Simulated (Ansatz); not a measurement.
Harmonic frequencies (cm⁻¹) at PBE0-D4/def2-TZVP from Ansatz: 220, 285, 529, 588, 700, 1056, 1191, 1266, 1450, 2240, 3194, 3820.

Each molecule was computed in one conformer, which needn't be the lowest.

(1) Which molecule is it?
A. `O=C1CO1`
B. `O=CC=O`
C. `O=C=CO`
D. `OC#CO`

## Answers

(1) C.
